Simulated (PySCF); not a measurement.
Computed with PBE-D3(BJ)/def2-TZVP // B3LYP-D3(BJ)/def2-TZVP in PySCF 2.14.0. Gas-phase values, no solvent. One relaxed conformer stands for a flexible species; it need not be the lowest. Delta-SCF ions had no search for a lower state. Excitations are Tamm–Dancoff values on a coarser integration grid. The basis has no diffuse functions, so Rydberg states are missing or too high.

Reference species (SMILES): `C(N(C)C)=O` (C–N–C–O torsion 0°) (neutral, multiplicity 1).

```yaml
vertical ionisation energy (Delta-SCF): 9.12 eV
LUMO: -0.44 eV
HOMO–LUMO gap: 5.35 eV
S1–T1 gap (TDA): 0.70 eV
```

After one change: the vertical ionisation energy (Delta-SCF) increases by 2.16 eV; the LUMO decreases by 0.90 eV; the HOMO–LUMO gap increases by 0.18 eV; the S1–T1 gap (TDA) drops by 0.10 eV.

Question: What was changed between the two runs? The new species is one of these.
A. `O=CC(F)F` (O–C–C–F torsion 122°)
B. `NC=O`
C. `O=CO` (O–C–O–H torsion 0°)
D. `O=CB(O)O`

Answer: C, `O=CO` (O–C–O–H torsion 0°)
